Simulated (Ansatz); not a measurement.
Relaxation of AlCl2H2 (5 atoms, charge 0, multiplicity 2), to a largest force component of 0.03 eV/Å in at most 50 steps.

These are results of Ansatz 0.2.0, UKS B3LYP/cc-pVDZ, not measurements.

```xyz
5
Properties=species:S:1:pos:R:3
Al 0.000 0.000 -0.093
H 0.000 0.000 1.474
Cl 1.822 0.000 -1.183
Cl -1.822 0.000 -1.183
H 0.000 0.000 3.335
```

Question: Where does it end, and by what steps?

Answer: The forces met the threshold. The force dipped under the threshold on the way, but the program's further checks kept it going. After 7 steps the energy has fallen by 0.018 eV; H5 moved furthest, 0.79 Å.

```csv
step,energy less start (eV),largest force component (eV/Å),accepted
0,0.0000,0.190,yes
1,-0.0016,0.036,yes
2,-0.0026,0.057,yes
3,-0.0089,0.186,yes
4,-0.0151,0.099,yes
5,-0.0179,0.027,yes
6,-0.0184,0.034,yes
7,-0.0184,0.006,yes
```

```xyz
5
Properties=species:S:1:pos:R:3
Al 0.000 0.000 -0.290
H 0.000 0.000 1.276
Cl 1.821 0.000 -1.382
Cl -1.821 0.000 -1.382
H 0.000 0.000 4.127
```

Whether the end is a true minimum wasn't checked by a vibrational analysis.

Time of the run: 33 s on 1 thread of Arm Neoverse V1, with other jobs on the host, peak memory 0.17 GiB.
